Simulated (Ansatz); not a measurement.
# One shape, several levels: [SiPH4]− (SMILES [SiH2-]P)

Aim: a comparison of 6 runs (BLYP/STO-3G, UPBE/STO-3G, MP2/STO-3G, CCSDT/STO-3G, CCSDTQ/STO-3G, CCSD(T)/STO-3G) of [SiPH4]−. 

The results are computed with Ansatz 0.2.0.

## 1. The structure to begin with

[SiPH4]−: 6 atoms, total charge -1, spin state singlet. SMILES: `[SiH2-]P`. The H5–P2 distance was set to 2.751 Å, away from the relaxed value. At this shape a bond of the SMILES string is far longer than usual.

Bond lengths: Si1–P2 2.225 Å, Si1–H3 1.503 Å, Si1–H4 1.503 Å, P2–H6 1.375 Å. Angles: Si1–P2–H6 94.1°, P2–Si1–H3 96.4°, P2–Si1–H4 96.5°, H3–Si1–H4 96.7°.

## 2. A single-point energy at BLYP/STO-3G (run 1)

molecule.yaml

```yaml
crystal:
  periodic: [false, false, false]
  atoms:
    - {symbol: Si, position_ang: [-0.404979, -1.513909, 0.899798]}
    - {symbol: P, position_ang: [-1.117859, 0.577321, 1.165018]}
    - {symbol: H, position_ang: [-1.149719, -2.094649, 2.069278]}
    - {symbol: H, position_ang: [-1.404709, -1.902169, -0.153442]}
    - {symbol: H, position_ang: [0.407400, 1.565440, -0.899820]}
    - {symbol: H, position_ang: [-0.143279, 0.897671, 2.081258]}
basis:
  gaussian:
    orbitals: STO-3G
total_charge: -1
magnetization:
  spin_polarized: false
  initial_magnetization: 0
hamiltonian:
  xc: {name: BLYP}
accuracy: high
```

Launch:

```console
$ ansatz run molecule.yaml --threads 1 --pin off --max-ram 2610MiB --events-out events.jsonl --progress --plain --runs-dir runs
```

Log:

```text
Warning: RAYON_NUM_THREADS=1 ignored (pool sized by the plan → 1); use --threads N
Functional definition: BLYP
  name "BLYP"
  parameter beta = 0.0042
  parameter a = 0.04918
  parameter b = 0.132
  parameter c = 0.2533
  parameter d = 0.349
  exchange = b88_x(beta = beta)
  correlation = lyp_c(a = a, b = b, c = c, d = d)
389 factors; integrals over basis functions are off by at most 6.5e-9 eV
mean field evaluation 1: about -17016.2344 eV, gradient 2.7e1 eV
mean field evaluation 2: about -17000.4116 eV, gradient 3.8e1 eV
mean field evaluation 4: about -17017.8933 eV, gradient 2.6e1 eV
mean field evaluation 8: about -17023.3606 eV, gradient 7.7e0 eV
mean field evaluation 16: about -17023.8134 eV, gradient 1.2e-5 eV
mean field -17023.81338182 eV, -625.6136026268 hartree, gradient 3.6e-8 eV, S^2 0.000000; 1 other end points of the search recorded, 0 dependent functions left out
reference -17023.81342391 eV, -625.6136041736 hartree; 17, 17 occupied and 5, 5 virtual orbitals, 389 factors
Total energy: -17023.81342391 eV, -625.6136041736 hartree
```

Wall time 1 s (1 thread of AMD EPYC 9R14 (Zen 4), shared host); peak memory 0.12 GiB.

## 3. The energy at UPBE/STO-3G (run 2)

input.yaml

```yaml
crystal:
  periodic: [false, false, false]
  atoms:
    - {symbol: Si, position_ang: [-0.404979, -1.513909, 0.899798]}
    - {symbol: P, position_ang: [-1.117859, 0.577321, 1.165018]}
    - {symbol: H, position_ang: [-1.149719, -2.094649, 2.069278]}
    - {symbol: H, position_ang: [-1.404709, -1.902169, -0.153442]}
    - {symbol: H, position_ang: [0.407400, 1.565440, -0.899820]}
    - {symbol: H, position_ang: [-0.143279, 0.897671, 2.081258]}
basis:
  gaussian:
    orbitals: STO-3G
magnetization:
  spin_polarized: true
  initial_magnetization: 0
hamiltonian:
  xc: pbe
accuracy: high
total_charge: -1
```

Launch:

```console
$ ansatz run input.yaml --threads 1 --pin off --max-ram 2610MiB --events-out events.jsonl --progress --plain --runs-dir runs
```

Log:

```text
Warning: RAYON_NUM_THREADS=1 ignored (pool sized by the plan → 1); use --threads N
Functional definition: PBE
  name "PBE"
  parameter kappa = 0.804
  parameter beta = 0.06672455060314922
  exchange = pbe_x(kappa = kappa, mu = beta*pi^2/3)
  correlation = pbe_c(beta = beta)
389 factors; integrals over basis functions are off by at most 6.5e-9 eV
mean field evaluation 1: about -17009.0375 eV, gradient 1.9e1 eV
mean field evaluation 2: about -16993.7448 eV, gradient 2.6e1 eV
mean field evaluation 4: about -17010.9322 eV, gradient 1.8e1 eV
mean field evaluation 8: about -17014.0871 eV, gradient 1.1e1 eV
mean field evaluation 16: about -17016.5676 eV, gradient 5.2e-9 eV
mean field evaluation 32: about -17016.3378 eV, gradient 4.6e0 eV
mean field evaluation 64: about -17015.3347 eV, gradient 2.5e0 eV
mean field -17016.73287093 eV, -625.3533986510 hartree, gradient 6.1e-8 eV, S^2 0.571722; 6 other end points of the search recorded, 0 dependent functions left out
reference -17016.73287300 eV, -625.3533987270 hartree; 17, 17 occupied and 5, 5 virtual orbitals, 389 factors
Total energy: -17016.73287300 eV, -625.3533987270 hartree
```

It took 3.9 s on 1 thread of AMD EPYC 9R14 (Zen 4), shared host; peak memory 0.16 GiB.

## 4. A single-point energy at MP2/STO-3G (run 3)

input.yaml

```yaml
basis:
  gaussian:
    orbitals: STO-3G
crystal:
  periodic: [false, false, false]
  atoms:
    - symbol: Si
      position_ang: [-0.404979, -1.513909, 0.899798]
    - symbol: P
      position_ang: [-1.117859, 0.577321, 1.165018]
    - symbol: H
      position_ang: [-1.149719, -2.094649, 2.069278]
    - symbol: H
      position_ang: [-1.404709, -1.902169, -0.153442]
    - symbol: H
      position_ang: [0.407400, 1.565440, -0.899820]
    - symbol: H
      position_ang: [-0.143279, 0.897671, 2.081258]
total_charge: -1
correlation:
  method: mp2
  frozen_orbitals: {H: 0, P: 5, Si: 5}
accuracy: high
```

Launch:

```console
$ ansatz run input.yaml --threads 1 --pin off --max-ram 2610MiB --events-out events.jsonl --progress --plain --runs-dir runs
```

Log (excerpt; [...] marks lines left out):

```text
Warning: RAYON_NUM_THREADS=1 ignored (pool sized by the plan → 1); use --threads N
Functional definition: HF
  name "HF"
[...]
389 factors; integrals over basis functions are off by at most 6.5e-9 eV
[...]
mean field -16990.60542846 eV, -624.3932328498 hartree, gradient 6.7e-8 eV, S^2 0.000000; 2 other end points of the search recorded, 0 dependent functions left out; unrestricted orbitals would lower it
[...]
unrestricted determinant -16993.40488505 eV, -624.4961109822 hartree, S^2 0.9540
10 core orbitals not correlated: weight in the atoms' cores, before any rotation towards them, 1.000 or more for the frozen orbitals, at most 0.000 for the correlated occupied ones
reference -16990.60542846 eV, -624.3932328498 hartree; 7, 7 occupied and 5, 5 virtual orbitals, 389 factors
second order -3.26285102 eV of doubles, -0.00000000 eV of singles
Total energy: -16993.86827947 eV, -624.5131404130 hartree
```

Wall time 0.22 s (1 thread of AMD EPYC 9R14 (Zen 4), shared host).

Runs 4 to 5 aren't shown in full; the table further down has their settings and results.

## 5. The energy at CCSD(T)/STO-3G (run 6)

run.yaml

```yaml
crystal:
  periodic: [false, false, false]
  atoms:
    - symbol: Si
      position_ang: [-0.404979, -1.513909, 0.899798]
    - symbol: P
      position_ang: [-1.117859, 0.577321, 1.165018]
    - symbol: H
      position_ang: [-1.149719, -2.094649, 2.069278]
    - symbol: H
      position_ang: [-1.404709, -1.902169, -0.153442]
    - symbol: H
      position_ang: [0.407400, 1.565440, -0.899820]
    - symbol: H
      position_ang: [-0.143279, 0.897671, 2.081258]
basis:
  gaussian: {orbitals: STO-3G}
scf: {omitted_lower_state_checks: [cluster_reference, increment]}
total_charge: -1
correlation: {method: ccsd_t, frozen_orbitals: {H: 0, P: 5, Si: 5}}
accuracy: high
```

Launch:

```console
$ ansatz run run.yaml --threads 1 --pin off --max-ram 2610MiB --events-out events.jsonl --progress --plain --runs-dir runs
```

Log (excerpt; [...] marks lines left out):

```text
Warning: RAYON_NUM_THREADS=1 ignored (pool sized by the plan → 1); use --threads N
[... 2 set-up lines as earlier in the session ...]
[...]
389 factors; integrals over basis functions are off by at most 6.5e-9 eV
[...]
mean field -16990.60542846 eV, -624.3932328498 hartree, gradient 6.7e-8 eV, S^2 0.000000; 2 other end points of the search recorded, 0 dependent functions left out; unrestricted orbitals would lower it
10 core orbitals not correlated: weight in the atoms' cores, before any rotation towards them, 1.000 or more for the frozen orbitals, at most 0.000 for the correlated occupied ones
reference -16990.60542846 eV, -624.3932328498 hartree; 7, 7 occupied and 5, 5 virtual orbitals, 389 factors
second order -3.26285102 eV of doubles, -0.00000000 eV of singles
cycle   1  -3.87517696 eV  change   -7.7e-1 eV  update   2.2e-1
[...]
cycle  28  -5.08271936 eV  change   9.9e-10 eV  update  7.1e-10
perturbative correction -0.14531919 eV, -0.0053403816 hartree
WARN: these amplitudes may be one of several solutions (largest doubles amplitude 0.33, level shift 0.64 eV)
Total energy: -16995.83346701 eV, -624.5853597228 hartree
Checks for a lower state left out: cluster_reference, increment
```

Wall time 0.2 s (1 thread of AMD EPYC 9R14 (Zen 4), shared host).

## 6. Overview of the runs

| run | level | frozen core orbitals | energy (Eh) | wall time |
| --- | --- | --- | --- | --- |
| 1 | BLYP/STO-3G | – | -625.613604 | 1 s |
| 2 | UPBE/STO-3G | – | -625.353399 | 3.9 s |
| 3 | MP2/STO-3G | 10 | -624.513140 | 0.22 s |
| 4 | CCSDT/STO-3G | 10 | -624.583779 | 0.38 s |
| 5 | CCSDTQ/STO-3G | 10 | -624.583961 | 4.2 s |
| 6 | CCSD(T)/STO-3G | 10 | -624.585360 | 0.2 s |

## 7. Summary of results

| quantity | value |
| --- | --- |
| run 6: total energy | -624.58536 Eh |
| run 6: correlation energy (10 core orbitals frozen) | -192.1 mEh |
| run 6: (T) correction | -5.34 mEh |
| run 6: T1 diagnostic | 0.068 |

Totals of different functionals can't be ranked against each other. In run 6 the T1 diagnostic is large, so a single reference may not serve. In runs 3, 4, 5, 6 the log says that unrestricted orbitals would lower the reference, so the values rest on an unstable closed-shell determinant (other closed-shell runs at this shape may share the fault). In runs 1, 2, 3, 4, 5, 6 the basis is minimal, so the values are rough. Spin contamination of the reference: run 2 ⟨S²⟩ = 0.57. All runs together took 9.9 s, the longest 4.2 s.
